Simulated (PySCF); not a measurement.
An unknown shows these calculated signals:

¹H NMR (400 MHz, computed): δ 4.42 (br, 1H), 4.29 (br, 1H), 1.86 (q, J = 8.4 Hz, 2H), 1.06 (t, J = 8.4 Hz, 3H).

¹³C{¹H} NMR (computed): δ 172.2 (C), 28.3 (CH2), 9.6 (CH3).

- geometry: PBE0-D3(BJ)/def2-SVP
- NMR shieldings at PBE0/pcSseg-1/GIAO
- J: B3LYP/pcJ-1 (spin–dipole term only in couplings to heteroatoms)
- run in PySCF
- rapidly exchanging positions averaged, non-relativistic, in vacuum, a single conformation

Scale: TMS for ¹H, ¹³C (reference shieldings calculated alike).

Problem. Which of these does the molecule contain: an NH or NH2 group, a benzene ring, a Si–H bond, a CH3CH2 unit, an ester, an amide?

Solution. 
- An NH or NH2 group: yes (δH 4.42 (br), 4.29 (br)).
- A benzene ring: no.
- A Si–H bond: no.
- A CH3CH2 unit: yes (δC 9.6, 28.3; δH 1.06 (t), 1.86 (q)).
- An ester: no.
- An amide: yes (δC 172.2).

The data belong to Propanamide (CCC(N)=O, C3H7NO); they needn't prove each group on their own.

Carbon signals by region: 1 in the far downfield region (above 160 ppm), 2 below 50 ppm. Above 160 ppm: 172.2, amide carbonyl carbon.

Exchangeable OH/NH protons stand at their gas-phase positions; hydrogen bonding in a real sample shifts them, mostly to higher δ. Rotation about the amide-type C–N bond is slow at room temperature, so the two groups on nitrogen are listed apart. Multiplet labels drop couplings under 1 Hz and merge nearly equal ones. Unscaled 3J(H,H) at this level run about 9 % above measured values. Shifts are as computed. Against solution values, carbons near 30 ppm lie about +2 ppm off and those near 130 ppm about +4 ppm. Of 246 compounds with measured shifts, 49 miss one by over three times the rms of a fit or turn the order of signals round; such compounds aren't used in these exercises. Hydrogen bonding in solution deshields acid and N–H amide carbonyl carbons by as much as 10 ppm beyond these values.
